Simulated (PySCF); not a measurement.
Molecule: `C1=CC=CC=C1`, C$_{6}$H$_{6}$.

Cartesian coordinates in Å; atom numbers follow the order of the lines, from 1:
```xyz
12

C    -0.799    1.143    0.037
C    -1.389   -0.118   -0.053
C    -0.590   -1.261   -0.090
C     0.799   -1.143   -0.037
C     1.389    0.118    0.053
C     0.590    1.261    0.090
H    -1.425    2.038    0.066
H    -2.477   -0.211   -0.095
H    -1.052   -2.249   -0.161
H     1.425   -2.038   -0.066
H     2.477    0.211    0.095
H     1.052    2.249    0.161
```

Spin–spin couplings on one PBE0-D3(BJ)/def2-SVP geometry, PySCF 2.14.0 with density-fitted response routines, gas phase, non-relativistic, equivalent pairs averaged (without the spin–dipole term); isotopes ¹³C, ¹H; functional B3LYP.

Reference values (Hz): ¹J(C1,C2) = 55.8 (measured; Green and Yates, arXiv:1403.0524 (values compiled by Lantto, Vaara, Helgaker 2002)); ²J(C1,C3) = -2.5 (measured; Green and Yates, arXiv:1403.0524 (values compiled by Lantto, Vaara, Helgaker 2002)); ³J(C1,C4) = 10.1 (measured; Green and Yates, arXiv:1403.0524 (values compiled by Lantto, Vaara, Helgaker 2002)); ¹J(C1,H7) = 158.3 (measured; Green and Yates, arXiv:1403.0524 (values compiled by Lantto, Vaara, Helgaker 2002)); ²J(C1,H8) = 1.0 (measured; Green and Yates, arXiv:1403.0524 (values compiled by Lantto, Vaara, Helgaker 2002)); ³J(C1,H9) = 7.6 (measured; Green and Yates, arXiv:1403.0524 (values compiled by Lantto, Vaara, Helgaker 2002)).

**Question.** How do the couplings (Hz) change with the basis set? Times are CPU seconds on shared hosts with different chips, so compare them loosely. Far from the basis limit: 6-31G*, 6-31G-J, pcJ-0, def2-TZVP, cc-pVTZ.

**Answer.** 
| basis set | functions | ¹J(C1,C2) | ²J(C1,C3) | ³J(C1,C4) | ¹J(C1,H7) | ²J(C1,H8) | ³J(C1,H9) | mean abs. error | core-s |
| --- | --- | --- | --- | --- | --- | --- | --- | --- | --- |
| 6-31G* | 96 | 85.9 | -1.4 | 7.7 | 157.8 | -1.2 | 6.3 | 5.9 | 7 |
| 6-31G-J | 96 | 61.9 | -1.8 | 9.7 | 171.4 | 0.9 | 8.3 | 3.5 | 7.2 |
| pcJ-0 | 96 | 49.0 | -3.1 | 6.2 | 150.1 | 0.1 | 7.8 | 3.4 | 6.8 |
| pcJ-1 | 222 | 61.9 | -1.2 | 8.9 | 166.3 | 1.6 | 8.0 | 2.9 | 19 |
| def2-TZVP | 222 | 60.7 | -0.8 | 9.1 | 158.4 | 1.9 | 7.6 | 1.4 | 25 |
| cc-pVTZ | 264 | 64.4 | -1.2 | 3.1 | 151.0 | 2.0 | 7.1 | 4.3 | 30 |

Errors compare magnitudes, without vibrational corrections, and the largest couplings weigh most in the mean. Closest: def2-TZVP; furthest: 6-31G*.

The Fermi-contact term samples the wavefunction at the nucleus, which is why sets with added tight s functions (names with J) are made for couplings. Agreement of an ordinary basis with the reference is then largely a cancellation of errors.
